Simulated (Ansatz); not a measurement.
# Isomers

Structures of CH₄BF, singlet, relaxed at PBE0-D4/def2-TZVP (vibrations not checked; lower isomers may exist, and structures with a doubtful reference or unclear bonds are left out). Computed with Ansatz 0.2.0 (basis: def2-TZVPP); correlated methods freeze the cores. B3LYP uses VWN-RPA correlation.

Rank them by CCSD(T) energy, lowest first, and give each one's height above the lowest. Links in brackets join atoms within 1.22 times the sum of their covalent radii (1.1 for two metals). (To be estimated.)
A.
CH₄BF ([CH2][B]1([F])[H][H]1)
```
7
angstrom
B 0.3076 -0.3913 0.3335
C -0.7651 0.0336 -0.4885
F 0.7811 -1.4386 1.0111
H -1.6040 -0.5874 -0.7835
H -0.7873 1.0471 -0.8731
H 0.8928 0.7790 0.8026
H 1.3276 0.5249 0.1050
```
B.
CH₄BF ([BH2][CH2][F])
```
7
angstrom
B -0.7396 0.1276 -0.5076
C 0.5266 -0.0752 0.3558
F 0.6851 -1.3334 0.9142
H -1.5351 -0.7434 -0.6854
H -0.8974 1.2065 -1.0001
H 0.5390 0.6675 1.1694
H 1.4213 0.1504 -0.2462
```
C.
CH₄BF ([CH3][BH][F])
```
7
angstrom
C -0.5636 0.3316 -0.1770
B 0.7302 -0.4332 0.2140
F 1.0178 -1.6016 -0.3444
H -1.1753 -0.1818 -0.9204
H -0.3026 1.3266 -0.5555
H -1.1686 0.5160 0.7181
H 1.5233 -0.0256 1.0196
```

By the calculation: C (0.00 kcal/mol), B (61.08 kcal/mol), A (64.06 kcal/mol). Heights count from the lowest.

Do PBE-D4, r2SCAN-D4, PBE0-D4, B3LYP-D4, wB97M-V, HF, MP2 give the same order? (Judge from chemistry; the calculation decides.)

Computed: Lowest first: PBE-D4 C < A < B; r2SCAN-D4 C < A < B. The others agree with CCSD(T).

No T1 diagnostic of these runs exceeds 0.013. The restricted Hartree–Fock reference is unstable towards an unrestricted one at one or more of these structures.

For scale, one of the runs: CCSD(T)/def2-TZVPP, 149 basis functions, launched by `ansatz run in.yaml --threads 2 --pin off --events-out ev --progress --plain --max-ram 4352MiB`. Time: 20 s of wall clock on 2 CPU threads of an Intel Xeon Platinum 8259CL; the host was shared. Peak host memory: 1 GiB.
